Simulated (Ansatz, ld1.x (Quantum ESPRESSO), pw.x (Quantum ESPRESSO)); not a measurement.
## From atom to crystal: ultrasoft potential for aluminium (Al)

aluminium, ultrasoft, made with ld1.x (Quantum ESPRESSO) 7.5 (PBE, scalar-relativistic). Core [Ne], reference 3s2 3p1. Waves: 3s (bound): rcut 1.50, rcutus 1.95 bohr; 3s channel at 0.25 Ry: rcut 1.50, rcutus 1.95 bohr; 3p (bound): rcut 1.90, rcutus 2.35 bohr; 3p channel at 0.15 Ry: rcut 1.90, rcutus 2.35 bohr; 3d channel at 0.35 Ry: rcut 2.65, rcutus 2.85 bohr; 3d channel at 0.9 Ry: rcut 2.65, rcutus 2.85 bohr. Local part: all-electron potential smoothed inside 1.65 bohr (lloc = -1). Core correction: none. Augmentation charge: PSQ, inside the norm-conserving radii.

Crystal test: fcc Al in pw.x 7.5, no spin, 14³ k-points, Fermi–Dirac smearing 0.01 Ry, cutoffs 40/320 Ry. The reference is all-electron LAPW (Ansatz 0.2.0) with the same functional, mesh and smearing; V0 and B0 come from Birch–Murnaghan fits to the pressures at five volumes. Errors are pseudo minus all-electron; Δ is the rms difference of the E(V) curves that follow from these fits, minima aligned, over ±6 % about the mean V0. Mesh and smearing are coarse, so the numbers serve the comparison and aren't converged zero-temperature values; the lattice is a test structure that the element need not adopt.

All-electron: a0 = 4.040 Å (V0 = 16.49 Å³/atom), B0 = 76.6 GPa.

Question: How far does the potential miss the all-electron equation of state?

Answer: mean pressure error (GPa): +1.32; a0 (Å): 4.063; a0 error (%): +0.55; B0 error (%): -1.3; Δ (meV/atom): 4.6. The largest radius (2.85 bohr) exceeds half the bond length (2.70 bohr), so the spheres overlap, which is one possible source of error among others. This is a poor potential for the solid.

```tsv
V (Å³/atom)	P all-electron (GPa)	P pseudo (GPa)
15.701	4.22	5.82
16.114	1.87	3.31
16.527	-0.17	1.13
16.940	-1.94	-0.76
17.353	-3.46	-2.40
```

Question: At the middle volume, how do free energy and pressure move when the wave cutoff is lowered (ecutrho held at 320 Ry)?

Answer:

```
cutoff (Ry)  shift of F (meV/atom)  shift of P (GPa)
         18                   +2.6             -0.03
         24                   +1.0             +0.01
         32                   +0.6             +0.00
```

The run at the middle volume (104 k-points, 6 iterations) took about 4.7 s on one core of a shared host (Neoverse-V2, 96 threads, 742 GiB, load 26).
